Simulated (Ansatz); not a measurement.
Input for Ansatz (development build ahead of 0.2.0):

```yaml
crystal:
  periodic: [false, false, false]
  atoms:
    - { symbol: "N", position_ang: [0.0, 0.0, 0.0] }
    - { symbol: B, position_ang: [0.0, 0.0, 4.34] }
basis:
  gaussian: { orbitals: pcseg-2 }
hamiltonian:
  xc: hf
```

The input is written out in the form of the current development build from the run's settings.

Output:

* Converged: yes
* Total energy: -78.63091 hartree
* Spin squared of the determinant: 0.000
* Stability test: minimum among restricted orbitals

Caution: stretched shape with no unrestricted run beside it, a lower state can exist; another spin multiplicity may lie lower.
